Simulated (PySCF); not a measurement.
Compound: C3H2O.
Bonds: O1–C2 (double), C2–C3, C3–C4 (double), C2–C4. Hydrogens: H5 on C3; H6 on C4.

Method: PySCF, LDA/pcseg-0 geometry optimisation, gas phase; density fitting, grid level 1; the optimiser is geomeTRIC in internal coordinates, started from a GFN2-xTB structure.

Step 0: E = -5130.3401 eV
```
atom  x, y, z in Å  |  force x, y, z in eV/Å
O1      2.0187   -0.2740    0.0644    3.198  -0.433   0.111
C2      0.8408   -0.1138    0.0243   -1.313   0.173  -0.045
C3     -0.4997   -0.6123   -0.0319   -0.280   0.120  -0.005
C4     -0.3191    0.7243   -0.0033   -0.299  -0.039  -0.016
H5     -1.2262   -1.3936   -0.0697   -0.760  -0.714  -0.040
H6     -0.8113    1.6714   -0.0055   -0.546   0.894  -0.004
```

Question: Estimate the geometry and energy of step 1. (The exact step hangs on the optimiser's Hessian estimate; all steps are aligned on step 0, rigid shifts and turns removed.)

Answer: E = -5130.4569 eV, largest force 0.378 eV/Å
```
atom  x, y, z in Å  |  force x, y, z in eV/Å
O1      2.0734   -0.2814    0.0662    0.107  -0.016   0.007
C2      0.8618   -0.1170    0.0251    0.264  -0.034   0.008
C3     -0.5055   -0.6130   -0.0317   -0.228  -0.301  -0.014
C4     -0.3243    0.7267   -0.0037   -0.142   0.351   0.001
H5     -1.2610   -1.4081   -0.0714    0.006   0.048   0.001
H6     -0.8413    1.6947   -0.0061   -0.007  -0.047  -0.003
```

The energy changes by -0.1168 eV. The first-order estimate −F·Δx gives -0.2272 eV and the mean of the old and new forces, exact on a quadratic surface, -0.1201 eV. The step makes an angle of 42° with the force vector and moves no atom by more than 0.055 Å.

The cost below is that of the whole optimisation. Hardware: an Intel Xeon Platinum 8488C with one thread, shared host with 96 logical CPUs at a one-minute load of 55. Cost: 3.2 s of wall time, 0.25 GiB resident at most.
